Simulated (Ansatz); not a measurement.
Geometry optimisation, RKS B3LYP-D4/def2-SVPD (Ansatz).

Input:

```yaml
crystal:
  periodic: [false, false, false]
  atoms:
    - { symbol: Si, position_ang: [-1.1683, 0.6333, -0.6357] }
    - { symbol: Si, position_ang: [0.2197, -1.043, -0.1253] }
    - { symbol: P, position_ang: [1.8428, -0.3437, 1.1822] }
    - { symbol: H, position_ang: [-2.243, 0.2148, -1.5336] }
    - { symbol: H, position_ang: [-0.4867, 1.764, -1.3655] }
    - { symbol: H, position_ang: [-1.8172, 1.2635, 0.5884] }
    - { symbol: H, position_ang: [0.8676, -1.6018, -1.3502] }
    - { symbol: H, position_ang: [-0.4542, -2.1124, 0.5843] }
    - { symbol: H, position_ang: [1.0856, 0.3677, 2.1794] }
    - { symbol: H, position_ang: [2.2368, 0.8065, 0.479] }
basis:
  gaussian: { orbitals: def2-SVPD }
hamiltonian:
  xc: b3lyp
  dispersion: d4
relax:
  f_tol: 0.015
  max_steps: 40
```

Run as:

```bash
$ ansatz run input.yaml --threads 2 --pin off --max-ram 3072MiB --backend cpu --events-out ev --progress --plain --runs-dir out
```

Q: Where does it end, and by what steps?

A: The run converged. After 5 steps the energy has fallen by 0.223 eV; P3 moved furthest, 0.13 Å.

| step | energy less start (eV) | largest force component (eV/Å) | accepted |
| --- | --- | --- | --- |
| 0 | 0.0000 | 1.766 | yes |
| 1 | -0.1777 | 0.519 | yes |
| 2 | -0.2211 | 0.089 | yes |
| 3 | -0.2229 | 0.032 | yes |
| 4 | -0.2233 | 0.018 | yes |
| 5 | -0.2233 | 0.005 | yes |

```xyz
10
Properties=species:S:1:pos:R:3
Si -1.231 0.692 -0.674
Si 0.251 -1.043 -0.113
P 1.950 -0.357 1.255
H -2.332 0.224 -1.568
H -0.480 1.779 -1.368
H -1.832 1.252 0.572
H 0.878 -1.616 -1.341
H -0.468 -2.142 0.596
H 1.094 0.349 2.156
H 2.253 0.810 0.487
```

Time of the run: 13 s on 2 threads of Intel(R) Xeon(R) 6975P-C (Granite Rapids), with other jobs on the host, peak memory 0.32 GiB.
